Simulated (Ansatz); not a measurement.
A run of Ansatz (development build ahead of 0.2.0) on singlet CH₃F at this shape:

```xyz
5

C    -0.0122   -0.0397   -0.5351
F    -0.0251   -0.0218    0.6594
H     0.0207   -0.9137   -0.8303
H    -0.7857    0.4419   -0.8828
H     0.7688    0.3984   -0.8508
```

Its results:

* Converged: yes
* Total energy: -138.89278 hartree
* Spin squared of the determinant: 0.000

**Question.** Which input gives this output? Name the method, the orbitals and the basis set, and write the input.

**Answer.** RHF in 6-31G. An unrestricted run that stays on the closed shell gives the same numbers.

```yaml
crystal:
  periodic: [false, false, false]
  atoms:
    - { symbol: C, position_ang: [-0.01224, -0.03966, -0.53508] }
    - { symbol: F, position_ang: [-0.02515, -0.02183, 0.65939] }
    - { symbol: H, position_ang: [0.02068, -0.91373, -0.83029] }
    - { symbol: H, position_ang: [-0.78568, 0.44188, -0.8828] }
    - { symbol: H, position_ang: [0.76875, 0.39842, -0.85085] }
basis:
  gaussian: { orbitals: "6-31G" }
hamiltonian:
  xc: hf
```

Caution: no unrestricted run beside it, a lower state can exist.
